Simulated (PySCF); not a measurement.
Species: phosphanylidenephosphane, P2H2.
Geometry (PBE0-D3(BJ)/def2-SVP, Å), atoms numbered from 1 in this order:
```xyz
4
P2H2 angstrom
P     -0.9645   -0.7080   -0.3816
P      0.9828   -0.7102    0.2094
H     -1.2539    0.6898   -0.2446
H      1.1511    0.6871    0.4818
```

Computed with TDDFT wB97X-D/def2-SVPD, vertical, gas phase, core orbitals frozen in the response in PySCF 2.14.0, density-fitted response routines.

Ground-to-excited transition dipoles (e·a0, same axes as the geometry; the sign carries no meaning), for the states with f of 0.002 or more among the lowest 10:

```csv
state,E (hartree),μx,μy,μz
S2,0.1407,0.088,0.044,-0.277
S3,0.1699,-1.051,0.001,-0.321
S4,0.2248,-0.042,-0.024,0.149
S5,0.2515,0.018,-0.414,-0.061
S7,0.2567,0.187,0.000,0.056
S9,0.2828,0.016,-0.371,-0.054
S10,0.3056,1.322,-0.085,0.971
```

(1) What oscillator strength does each state have?

(2) What is the point group, and which symmetry does each of these states have?

(3) What angle do the transition dipoles of S5 and S10 make?

(4) What peak molar absorption coefficient would the strongest computed level give as a lone Gaussian band 0.5 eV wide at half height?

Results:

(1) f = (2/3) ΔE |μ|² with ΔE in hartree (27.2114 eV).

```csv
state,|μ|² (au),|μ| (D),f
S2,0.086,0.75,0.008
S3,1.208,2.79,0.137
S4,0.025,0.40,0.004
S5,0.175,1.06,0.029
S7,0.038,0.50,0.006
S9,0.141,0.95,0.027
S10,2.698,4.17,0.550
```

(2) C2v. Polarised along the twofold axis, so A1: S5 and S9. Polarised across the twofold axis, so B1 or B2: S2, S3, S4, S7 and S10. Which of B1 and B2 hangs on the choice of axes.

(3) |cos θ| = |μa·μb| / (|μa| |μb|) = 0.00, so θ ≈ 90° (taken between 0 and 90°, since the signs are arbitrary).

(4) ε(max) = 2.175×10⁸ f / FWHM, with the width in cm⁻¹. S10: 2.175×10⁸ × 0.5495 / 4033 ≈ 30000 L mol⁻¹ cm⁻¹.

All these states lie below the vertical ionisation energy of 10.08 eV (ΔSCF).
